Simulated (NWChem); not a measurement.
The numbers come from NWChem runs, not from measurements. System: methane (CH$_{4}$), charge 0, spin multiplicity 1, at a geometry optimised with PBE0/def2-SVP. Level: TD-PBE/def2-SVPD.

The NWChem input:

```
start mol
memory heap 200 mb stack 800 mb global 1000 mb
geometry units angstroms nocenter noautoz
  C      0.000000     0.000000    -0.000000
  H      0.000000     0.896585     0.633980
  H      0.000000    -0.896585     0.633980
  H     -0.896586     0.000000    -0.633979
  H      0.896586     0.000000    -0.633979
  symmetry group C2v
end
basis spherical
  * library def2-svpd
end
dft
  xc xpbe96 cpbe96
  semidirect memsize 60000000 filesize 0
  iterations 100
end
tddft
  rpa
  nroots 5
  notriplet
  thresh 1e-4
end
task tddft energy
```

Part of the output:

```
             Northwest Computational Chemistry Package (NWChem) 7.3.0
             --------------------------------------------------------

                                NWChem Input Module
                                -------------------

 Scaling coordinates for geometry "geometry" by  1.889725989
 (inverse scale =  0.529177249)

 Turning off AUTOSYM since
 SYMMETRY directive was detected!

                             Geometry "geometry" -> ""
                             -------------------------

 Output coordinates in angstroms (scale by  1.889725989 to convert to a.u.)

  No.       Tag          Charge          X              Y              Z
 ---- ---------------- ---------- -------------- -------------- --------------
    1 C                    6.0000     0.00000000     0.00000000     0.00000000
    2 H                    1.0000     0.00000000     0.89658500     0.63398000
    3 H                    1.0000     0.00000000    -0.89658500     0.63398000
    4 H                    1.0000    -0.89658600     0.00000000    -0.63397900
    5 H                    1.0000     0.89658600     0.00000000    -0.63397900

 Effective nuclear repulsion energy (a.u.)      13.3364408017

            Nuclear Dipole moment (a.u.)
            ----------------------------
        X                 Y               Z
 ---------------- ---------------- ----------------
     0.0000000000     0.0000000000     0.0000037795

      Symmetry information
      --------------------

 Group name             C2v
 Group number             16
 Group order               4
 No. of unique centers     3

      Symmetry unique atoms

     1    2    4


 Summary of "ao basis" -> "" (spherical)
 ------------------------------------------------------------------------------
       Tag                 Description            Shells   Functions and Types
 ---------------- ------------------------------  ------  ---------------------
 *                         def2-svpd                  on all atoms

  pbe96 is a nonlocal functional; adding pw91lda local functional.

                                 NWChem DFT Module
                                 -----------------

 Summary of "ao basis" -> "ao basis" (spherical)
 ------------------------------------------------------------------------------
       Tag                 Description            Shells   Functions and Types
 ---------------- ------------------------------  ------  ---------------------
 C                         def2-svpd                 8       20   4s2p2d
 H                         def2-svpd                 4        8   2s2p

 Summary of "ao basis" -> "ao basis" (spherical)
 ------------------------------------------------------------------------------
       Tag                 Description            Shells   Functions and Types
 ---------------- ------------------------------  ------  ---------------------
 C                         def2-svpd                 8       20   4s2p2d
 H                         def2-svpd                 4        8   2s2p

      Symmetry analysis of basis
      --------------------------

        a1         22
        a2          6
        b1         12
        b2         12

            General Information
            -------------------
          SCF calculation type: DFT
          Wavefunction type:  closed shell.
          No. of atoms     :     5
          No. of electrons :    10
           Alpha electrons :     5
            Beta electrons :     5
          Charge           :     0
          Spin multiplicity:     1
          Use of symmetry is: off; symmetry adaption is: on
          Maximum number of iterations: 100
          AO basis - number of functions:    52
                     number of shells:    24
          Convergence on energy requested:  1.00D-06
          Convergence on density requested:  1.00D-05
          Convergence on gradient requested:  5.00D-04

              XC Information
              --------------
          PerdewBurkeErnzerhof Exchange Functional  1.000
            Perdew 1991 LDA Correlation Functional  1.000 local
           PerdewBurkeErnz. Correlation Functional  1.000 non-local

             Grid Information
             ----------------
          Grid used for XC integration:  medium
          Radial quadrature: Mura-Knowles
          Angular quadrature: Lebedev.
          Tag              B.-S. Rad. Rad. Pts. Rad. Cut. Ang. Pts.
          ---              ---------- --------- --------- ---------
          C                   0.70       49           7.0       434
          H                   0.35       45           7.0       434
          Grid pruning is: on
          Number of quadrature shells:   229
          Spatial weights used:  Erf1

          Convergence Information
          -----------------------
          Convergence aids based upon iterative change in
          total energy or number of iterations.
          Levelshifting, if invoked, occurs when the
          HOMO/LUMO gap drops below (HL_TOL):  1.00D-02
          DIIS, if invoked, will attempt to extrapolate
          using up to (NFOCK): 10 stored Fock matrices.

                    Damping( 0%)  Levelshifting(0.5)       DIIS
                  --------------- ------------------- ---------------
          dE  on:    start            ASAP                start
          dE off:    2 iters        100 iters           100 iters

      Screening Tolerance Information
      -------------------------------
          Density screening/tol_rho:  1.00D-10
          AO Gaussian exp screening on grid/accAOfunc:  14
          CD Gaussian exp screening on grid/accCDfunc:  20
[...]
 moments of inertia (a.u.)
 ------------------
          11.572427581519           0.000000000000           0.000000000000
           0.000000000000          11.572440488792           0.000000000000
           0.000000000000           0.000000000000          11.572473955133

     Multipole analysis of the density
     ---------------------------------

     L   x y z        total         alpha         beta         nuclear
     -   - - -        -----         -----         ----         -------
     0   0 0 0     -0.000000     -5.000000     -5.000000     10.000000

     1   1 0 0     -0.000000     -0.000000     -0.000000      0.000000
     1   0 1 0      0.000000      0.000000      0.000000      0.000000
     1   0 0 1      0.000000     -0.000002     -0.000002      0.000004

     2   2 0 0     -6.327606     -6.034462     -6.034462      5.741318
     2   1 1 0     -0.000000     -0.000000     -0.000000      0.000000
     2   1 0 1     -0.000000     -0.000000     -0.000000      0.000000
     2   0 2 0     -6.327610     -6.034457     -6.034457      5.741305
     2   0 1 1     -0.000000     -0.000000     -0.000000      0.000000
     2   0 0 2     -6.327623     -6.034447     -6.034447      5.741272

                                NWChem TDDFT Module
                                -------------------

            General Information
            -------------------
           No. of orbitals :     104
            Alpha orbitals :      52
             Beta orbitals :      52
        Alpha frozen cores :       0
         Beta frozen cores :       0
     Alpha frozen virtuals :       0
      Beta frozen virtuals :       0
         Spin multiplicity :       1
    Number of AO functions :      52
        Use of symmetry is : off
      Symmetry adaption is : on
         Schwarz screening :  0.10D-07

              XC Information
              --------------
   PerdewBurkeErnzerhof Exchange Functional   1.00
     Perdew 1991 LDA Correlation Functional   1.00 local
    PerdewBurkeErnz. Correlation Functional   1.00 non-local

             TDDFT Information
             -----------------
          Calculation type : TDDFT
         Wavefunction type : Restricted singlets
          No. of electrons :      10
           Alpha electrons :       5
            Beta electrons :       5
              No. of roots :       5
          Max subspacesize :    5000
            Max iterations :     100
               Target root :       1
           Target symmetry : none
      Symmetry restriction : off
                 Algorithm : Optimal
        Davidson threshold :  0.10D-03

            Memory Information
            ------------------
          Available GA space size is         131069296 doubles
          Available MA space size is          37549764 doubles
          Length of a trial vector is          235
          Algorithm : Incore multiple tensor contraction
          Estimated peak GA usage is           4821326 doubles
          Estimated peak MA usage is             18000 doubles

    5 smallest eigenvalue differences (eV)
--------------------------------------------------------
  No. Spin  Occ  Vir  Irrep   E(Occ)    E(Vir)   E(Diff)
--------------------------------------------------------
    1    1    5    6 a1       -0.346     0.012     9.732
    2    1    4    6 b2       -0.346     0.012     9.732
    3    1    3    6 b1       -0.346     0.012     9.732
    4    1    5    7 b2       -0.346     0.102    12.174
    5    1    5    8 a1       -0.346     0.102    12.174
--------------------------------------------------------

  Entering Davidson iterations
  Restricted singlet excited states

  Iter   NTrls   NConv    DeltaV     DeltaE      Time
  ----  ------  ------  ---------  ---------  ---------
    1      5       0     0.29E+00   0.10+100        1.4
    2     10       0     0.18E+00   0.21E-01        1.4
    3     20       0     0.16E-01   0.17E-01        2.4
    4     30       0     0.78E-02   0.15E-03        2.8
    5     40       0     0.23E-02   0.18E-04        2.6
    6     50       1     0.41E-01   0.35E-02        2.4
    7     58       1     0.17E-01   0.48E-02        2.1
    8     66       3     0.28E-02   0.13E-03        2.1
    9     70       3     0.19E-02   0.32E-05        1.2
   10     74       3     0.71E-03   0.20E-05        1.2
   11     78       4     0.61E-03   0.12E-06        1.2
   12     80       4     0.29E-03   0.16E-06        0.8
   13     82       4     0.24E-03   0.54E-07        0.8
   14     84       4     0.26E-03   0.68E-07        0.8
   15     86       4     0.13E-03   0.44E-07        0.9
   16     88       5     0.47E-04   0.55E-08        1.0
  ----  ------  ------  ---------  ---------  ---------
  Convergence criterion met

  Ground state a1        -40.418220771374 a.u.

  ----------------------------------------------------------------------------
  Root   1 singlet a1             0.362913147 a.u.                9.8754 eV
  ----------------------------------------------------------------------------
     Transition Moments    X  0.00000   Y -0.00001   Z  0.69102
     Transition Moments   XX -0.51904  XY -0.00000  XZ -0.00000
     Transition Moments   YY  0.51904  YZ -0.00001  ZZ  0.00000
     Dipole Oscillator Strength                    0.1155281518
     Electric Quadrupole                           0.0000000686
     Magnetic Dipole                               0.0000000000
     Total Oscillator Strength                     0.1155282204

          sigma_e =   2.6384 Angstrom
          sigma_h =   1.1584 Angstrom
         |d_h->e| =   0.0000 Angstrom
            d_exc =   2.8983 Angstrom
            d_CD1 =   1.4800 Angstrom
            d_CD2 =  -1.8984 Angstrom
            d_CD3 =   2.8983 Angstrom
     Pearson C.C. =  -0.0159

     Occ.    5  a1  ---  Virt.    6  a1  -0.99826 X
  ----------------------------------------------------------------------------
  Root   2 singlet b2             0.362913937 a.u.                9.8754 eV
  ----------------------------------------------------------------------------
     Transition Moments    X  0.00014   Y -0.69102   Z -0.00001
     Transition Moments   XX  0.00001  XY -0.00000  XZ -0.00010
     Transition Moments   YY -0.00001  YZ -0.51903  ZZ -0.00000
     Dipole Oscillator Strength                    0.1155284133
     Electric Quadrupole                           0.0000000686
     Magnetic Dipole                               0.0000000000
     Total Oscillator Strength                     0.1155284818

          sigma_e =   2.6380 Angstrom
          sigma_h =   1.1207 Angstrom
         |d_h->e| =   0.3392 Angstrom
            d_exc =   2.8983 Angstrom
            d_CD1 =   1.8565 Angstrom
            d_CD2 =  -1.5402 Angstrom
            d_CD3 =   3.2374 Angstrom
     Pearson C.C. =  -0.0118

     Occ.    4  b2  ---  Virt.    6  a1   0.99826 X
  ----------------------------------------------------------------------------
  Root   3 singlet b1             0.362914131 a.u.                9.8754 eV
  ----------------------------------------------------------------------------
     Transition Moments    X  0.69101   Y  0.00014   Z -0.00000
     Transition Moments   XX  0.00000  XY  0.00000  XZ -0.51903
     Transition Moments   YY -0.00000  YZ  0.00010  ZZ -0.00000
     Dipole Oscillator Strength                    0.1155279944
     Electric Quadrupole                           0.0000000686
     Magnetic Dipole                               0.0000000000
     Total Oscillator Strength                     0.1155280630

          sigma_e =   2.6380 Angstrom
          sigma_h =   1.1207 Angstrom
         |d_h->e| =   0.3392 Angstrom
            d_exc =   2.8983 Angstrom
            d_CD1 =   1.8565 Angstrom
            d_CD2 =  -1.5402 Angstrom
            d_CD3 =   3.2374 Angstrom
     Pearson C.C. =  -0.0118

     Occ.    3  b1  ---  Virt.    6  a1  -0.99826 X
  ----------------------------------------------------------------------------
  Root   4 singlet b2             0.447600451 a.u.               12.1798 eV
  ----------------------------------------------------------------------------
     Transition Moments    X  0.00000   Y -0.00004   Z  0.00000
     Transition Moments   XX  0.00000  XY -0.00001  XZ -0.00000
     Transition Moments   YY  0.00000  YZ -0.00010  ZZ -0.00001
     Dipole Oscillator Strength                    0.0000000004
     Electric Quadrupole                           0.0000000000
     Magnetic Dipole                               0.0000012206
     Total Oscillator Strength                     0.0000012210

          sigma_e =   2.2657 Angstrom
          sigma_h =   1.1493 Angstrom
         |d_h->e| =   0.3257 Angstrom
            d_exc =   2.6946 Angstrom
            d_CD1 =   1.4421 Angstrom
            d_CD2 =  -1.3818 Angstrom
            d_CD3 =   3.0202 Angstrom
     Pearson C.C. =  -0.1345

     Occ.    4  b2  ---  Virt.    8  a1   0.70705 X
     Occ.    5  a1  ---  Virt.    7  b2  -0.70712 X
  ----------------------------------------------------------------------------
  Root   5 singlet b1             0.447600559 a.u.               12.1798 eV
  ----------------------------------------------------------------------------
     Transition Moments    X  0.00005   Y  0.00000   Z  0.00000
     Transition Moments   XX -0.00000  XY -0.00001  XZ -0.00013
     Transition Moments   YY  0.00001  YZ -0.00000  ZZ -0.00001
     Dipole Oscillator Strength                    0.0000000006
     Electric Quadrupole                           0.0000000000
     Magnetic Dipole                               0.0000012206
     Total Oscillator Strength                     0.0000012212

          sigma_e =   2.2657 Angstrom
          sigma_h =   1.1493 Angstrom
         |d_h->e| =   0.3257 Angstrom
            d_exc =   2.6946 Angstrom
            d_CD1 =   1.4421 Angstrom
            d_CD2 =  -1.3818 Angstrom
            d_CD3 =   3.0203 Angstrom
     Pearson C.C. =  -0.1345

     Occ.    3  b1  ---  Virt.    8  a1   0.70704 X
     Occ.    5  a1  ---  Virt.    9  b1   0.70712 X

              Target root =      1
          Target symmetry = none
      Ground state energy =    -40.418220771374
        Excitation energy =      0.362913147351
     Excited state energy =    -40.055307624022

  stored tddft:energy   -40.055307624022404

 Task  times  cpu:       27.1s     wall:       27.1s

 Total times  cpu:       27.1s     wall:       27.1s
```
